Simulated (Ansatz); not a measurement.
**AlNH+ (triplet): the correlation ladder, cc-pVTZ**

One table from this session's results is given with a row withheld; the runs are named, their logs left out.

Program: Ansatz 0.2.0, Gaussian basis. Level of theory: cc-pVTZ, core rule «outside noble gas», up to 6 orbitals frozen. These are calculated values, not measurements.

Plan: UHF; CCSD(T) on ROHF; CCSD(T) on UHF; BCCD(T) on ROHF; CCSDT(Q) on ROHF; CCSDT(Q) on UHF.

15 further runs of the same task are left out: 10 for a known fault of the program, 5 set aside as unsound or not needed.

### The system

The geometry is a PBE0/def2-TZVP stationary point (not a proven minimum) of the parent state, kept for this charge and spin.

3 atoms, charge 1, spin multiplicity 3.

Atoms are counted from 1 here; the program's logs count them from 0.

Bond lengths: Al1–N2 1.733 Å, Al1–H3 1.580 Å. Angles: N2–Al1–H3 180.0°.

The first run:

File in.yaml:

```yaml
crystal:
  periodic: [false, false, false]
  atoms:
    - {symbol: Al, position_ang: [0.000000, 0.000000, 0.050833]}
    - {symbol: N, position_ang: [0.000000, 0.000000, -1.681761]}
    - {symbol: H, position_ang: [0.000000, 0.000000, 1.630928]}
basis:
  gaussian: {orbitals: cc-pVTZ}
total_charge: 1
magnetization: {spin_polarized: true, initial_magnetization: 2}
hamiltonian: {xc: hf}
output: {orbitals: {seedname: orbitals}}
```

Started as:

```console
$ ansatz run in.yaml --threads 1 --pin off --events-out ev --progress --plain --max-ram 2816MiB --backend cpu
```

Among the steps run: UHF; CCSD(T) on ROHF; CCSD(T) on UHF; BCCD(T) on ROHF; CCSDT(Q) on ROHF; CCSDT(Q) on UHF.

One table of the session follows, with a row left open; its other results are not shown here.

```
   method  from UCCSDT(Q) (kcal/mol)
     ROHF                    +134.07
      UHF                    +130.67
     RMP2                     +20.94
     UMP2                     +21.21
    RCCSD                          ?
    UCCSD                      +4.57
 RCCSD(T)                      +0.80
 UCCSD(T)                      +0.76
  BCCD(T)                      +0.81
   RCCSDT                      +0.22
   UCCSDT                      +0.18
RCCSDT(Q)                      +0.06
UCCSDT(Q)                          0
```

Q: Estimate the row for RCCSD from the others.

As computed: from UCCSDT(Q) (kcal/mol): +4.68. In the column «from UCCSDT(Q) (kcal/mol)» it lies between UCCSD (+4.57) and RMP2 (+20.94).

Limits of these values: Restricted and unrestricted rows rest on different reference determinants; where their highest levels disagree by more than a few hundredths of an eV, they describe different states and don't form one ladder.
